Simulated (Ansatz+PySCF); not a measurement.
The numbers below are computed, except where a source is named.
## Several solutions for doublet OH

```
atom   x (Å)   y (Å)    z (Å)
   O  0.0000  0.0000  -0.1627
   H  0.0000  0.0000   1.3019
```

Basis set: cc-pVDZ (spherical functions). Charge 0, multiplicity 2.

UHF was run from several starts with Ansatz (development build ahead of 0.2.0) and PySCF 2.14.0.

| run | program | start | converged | energy (hartree) | <S²> |
| --- | --- | --- | --- | --- | --- |
| A | PySCF | guess huckel, instabilities followed | yes | -75.30956 | 1.22 |
| B | PySCF | guess 1e, instabilities followed | yes | -75.28885 | 1.03 |
| C | Ansatz | atomic start, no search | yes | -75.30956 | 1.22 |
| D | PySCF | program defaults | yes | -75.28789 | 0.81 |
| E | PySCF | guess minao, instabilities followed | yes | -75.28885 | 1.03 |
| F | PySCF | guess atom, instabilities followed | yes | -75.28885 | 1.03 |
| G | Ansatz | stability test followed | yes | -75.30956 | 1.22 |
| H | Ansatz | search for the lowest state | yes | -75.30956 | 1.22 |

Which runs reached the lowest solution of this kind, and what is wrong with the others?

A, C, G, H reached the lowest solution found. Converged but too high: B by 0.56 eV, D by 0.59 eV, E by 0.56 eV, F by 0.56 eV. Convergence only shows a stationary point, and even a stable one can lie too high; stability tests and further starts are what find lower ones. Caution: the unrestricted determinant is spin contaminated.
